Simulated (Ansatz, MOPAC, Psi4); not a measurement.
Dimer: C5H10 (SMILES C1CCCC1) (first 15 atoms) with C5H12 (SMILES CC(C)(C)C); geometry from S66by8 set.
(charge 0, multiplicity 1):
```xyz
32

C      0.798    -1.023    -2.786
H      0.851    -1.123    -3.872
H      1.489    -1.745    -2.354
C      1.115     0.424    -2.374
H      1.836     0.889    -3.044
H      1.553     0.439    -1.377
C     -0.247     1.164    -2.371
H     -0.260     2.000    -3.069
H     -0.451     1.576    -1.383
C     -1.301     0.103    -2.735
H     -1.476     0.104    -3.812
H     -2.259     0.277    -2.247
C     -0.649    -1.221    -2.338
H     -1.127    -2.089    -2.791
H     -0.688    -1.347    -1.254
C      0.055     0.106     2.449
C     -0.042    -0.046     3.965
H      0.951    -0.061     4.417
H     -0.601     0.782     4.403
H     -0.549    -0.975     4.230
C      0.769     1.413     2.113
H      0.850     1.547     1.034
H      0.225     2.268     2.519
H      1.776     1.424     2.532
C     -1.350     0.126     1.852
H     -1.314     0.243     0.768
H     -1.933     0.953     2.260
H     -1.880    -0.802     2.073
C      0.842    -1.067     1.872
H      0.347    -2.014     2.092
H      0.937    -0.980     0.789
H      1.847    -1.105     2.295
```

Monomers are frozen at their geometry in the pair; levels with a basis set take the counterpoise correction.

Cores are frozen in the correlated methods. The state reached by PM6 isn't checked.

Run with Ansatz (a quantum-chemistry and plane-wave program) with Gaussian orbitals; MOPAC for PM6 (differences of heats of formation); Psi4 for SAPT. 

Problem. Give the interaction energy at the level PM6.

Solution. -22 meV

Problem. Give the interaction energy at the level PBE0/def2-TZVPPD.

Solution. -10 meV

Problem. Predict the interaction energy from SAPT0/jun-cc-pV(D+d)Z.

Solution. -68 meV
